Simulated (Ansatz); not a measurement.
Basis-set extrapolation for hydrogen chloride (`Cl`) (PBE0-D4/def2-TZVP geometry, frozen core, Ansatz 0.2.0). Multiplicity 1, RHF reference.

```json
{"": "HF", "def2-TZVPP": "-460.099080", "def2-QZVPP": "-460.112223"}
{"": "MP2 correlation", "def2-TZVPP": "-0.203564", "def2-QZVPP": "-0.223711"}
{"": "CCSD(T) correlation", "def2-TZVPP": "-0.232166", "def2-QZVPP": "-0.252542"}
```

Energies in hartree. Use E(X) = E(∞) + A·exp(−7.88·√X) for Hartree–Fock and E(X) = E(∞) + B·X^(−2.97) for correlation, with X = 3 and 4.

Question: What is the CCSD(T) energy at the basis-set limit?

Answer: HF limit: -460.112223 + (-0.013143) × 0.13774 = -460.11403. Correlation limit: -0.252542 + (-0.020376) × 0.74074 = -0.26764. Total: -460.38167 hartree, 31.6 kcal/mol below CCSD(T)/def2-TZVPP.
